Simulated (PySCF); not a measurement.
fluorine (F2), SMILES FF. Coordinates come from a r2SCAN-D4/def2-TZVPD optimisation.

TDDFT-LC-ωPBE/def2-TZVPD (PySCF) puts the lowest singlet excitations at 4.58, 4.58, 8.26, 8.26, 12.33, 12.33 eV.

Question: What are the lowest excitation roots from ADC(3)/aug-cc-pVDZ (PySCF)? (The exact figures need the calculation; the answer reports its results.)

Answer: 4.39, 4.39, 7.31, 7.31, 14.66, 14.66 eV. S1 differs by -0.19 eV (second minus first; roots are paired by order, and the bases may differ).
